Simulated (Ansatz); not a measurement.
Species: H3N, SMILES `N` (charge 0, multiplicity 1).

Give a relaxed geometry from B3LYP-D3(BJ)/def2-SVP (Ansatz, a quantum-chemistry and plane-wave program).

the end point of this relaxation (outside a Z-matrix the atoms follow the SMILES, hydrogens last).
Z-matrix (Å, degrees):
```
N
H 1 1.0227
H 1 1.0227 2 105.14
H 1 1.0227 2 105.14 3 110.71
```
